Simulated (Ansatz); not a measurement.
Relaxation of CH$_{5}$BO (8 atoms, charge 0, multiplicity 1), to a largest force component of 0.03 eV/Å in at most 50 steps.

Method: Ansatz, RKS BLYP-D4/def2-SVP.

```xyz
8
Properties=species:S:1:pos:R:3:forces:R:3
B -0.914 0.354 0.238 -0.56 -0.03 -0.14
H 1.270 0.336 1.211 0.06 -0.02 -0.05
C 1.887 0.059 0.336 0.48 -0.04 0.10
H 1.627 -0.961 0.001 0.01 0.02 0.00
H 1.703 0.779 -0.483 0.01 0.00 -0.01
H 2.961 0.091 0.613 0.00 0.01 -0.01
O -0.941 -0.494 -0.766 -0.09 -0.02 0.11
H -1.763 -1.011 -0.922 0.09 0.10 0.00
```

Question: Where does it end, and by what steps?

Answer: The forces met the threshold. The force dipped under the threshold on the way, but the program's further checks kept it going. After 17 steps the energy has fallen by 0.163 eV; B1 moved furthest, 0.74 Å.

| step | energy less start (eV) | largest force component (eV/Å) | accepted |
| --- | --- | --- | --- |
| 0 | 0.0000 | 0.557 | yes |
| 1 | -0.0924 | 0.456 | yes |
| 2 | -0.1378 | 0.550 | yes |
| 3 | -0.1525 | 0.102 | yes |
| 4 | -0.1557 | 0.101 | yes |
| 5 | -0.1582 | 0.175 | yes |
| 6 | -0.1216 | 1.059 | no |
| 7 | -0.1607 | 0.012 | yes |
| 8 | -0.1589 | 0.283 | no |
| 9 | -0.1613 | 0.030 | yes |
| 10 | -0.1615 | 0.041 | yes |
| 11 | -0.1617 | 0.043 | yes |
| 12 | -0.1619 | 0.068 | yes |
| 13 | -0.1621 | 0.051 | yes |
| 14 | -0.1623 | 0.035 | yes |
| 15 | -0.1624 | 0.104 | yes |
| 16 | -0.1624 | 0.065 | yes |
| 17 | -0.1625 | 0.021 | yes |

```xyz
8
Properties=species:S:1:pos:R:3
B -1.617 0.220 0.410
H 1.420 0.481 1.120
C 2.079 0.058 0.338
H 1.809 -1.001 0.168
H 1.942 0.627 -0.601
H 3.135 0.127 0.664
O -1.176 -0.491 -0.591
H -1.763 -0.868 -1.280
```

Whether the end is a true minimum wasn't checked by a vibrational analysis.

Run time: 14 s on 2 threads of Arm Neoverse V2, with other jobs on the host, peak memory 0.13 GiB.
